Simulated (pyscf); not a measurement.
HS–Ga(Cl)–Cl (SMILES [SH][Ga]([Cl])[Cl]) + H• (SMILES [H]) → •S–Ga(Cl)–Cl (SMILES [S][Ga]([Cl])[Cl]) + H₂ (SMILES [H][H]) (hydrogen abstraction; doublet surface; H–S broken, H–H formed). Single points on ωB97X-D3(BJ)/def2-SVP structures (PySCF, gas phase). Rate constants from transition-state theory, ωB97M-D3(BJ)/def2-TZVP energies (ideal gas, 1 atm, RRHO with modes under 100 cm⁻¹ raised to 100, one conformer, R ln 2 for chiral ones without a mode under 150 cm⁻¹; no tunnelling), k in cm³ molecule⁻¹ s⁻¹.

| T (K) | 1000/T | log10 k |
|---|---|---|
| 298 | 3.354 | -12.83 |
| 600 | 1.667 | -11.54 |
| 900 | 1.111 | ? |
| 1200 | 0.833 | -10.66 |

Problem. Fit an Arrhenius line to the three values, give the activation energy, and predict k at 900 K.

Solution. Least squares gives log10 k = -10.02 − 0.85 × 1000/T, so Ea = 0.85 × ln 10 × 1.987 = 3.9 kcal/mol, against an electronic barrier of 3.5. At 900 K the line gives -10.96; the computed value is -10.99 (ΔG‡ = 22.1 kcal/mol), close to the line. One saddle was located; it need not be the lowest between these sides. The angle at the transferred H is 175°. Elements up to Kr have no core potential and no relativistic terms here.
